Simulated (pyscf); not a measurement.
Optimised with ωB97X-D3(BJ)/def2-SVP in PySCF.

Q: What is the homolytic dissociation enthalpy (298 K, ωB97M-D3(BJ)/def2-TZVP) of the O–Zr bond of HO–Zr(Cl)(Cl)–Cl, to OH• + [Cl–Zr(Cl)–Cl]•?

A: O–Zr to OH• + [Cl–Zr(Cl)–Cl]•: 123.9 kcal/mol. The 7 functionals that were run give +121.0 (M06-2X) to +127.3 kcal/mol (PBE). The radicals are drawn with the spin at the cut bond; how far it spreads was not checked. Left out: the spin-orbit lowering of OH. Open-shell species with a d-block atom are single-reference here; other states, and whether the spin sits on metal or ligand, were not checked. Elements past Kr carry the def2 core potentials, without spin-orbit coupling.
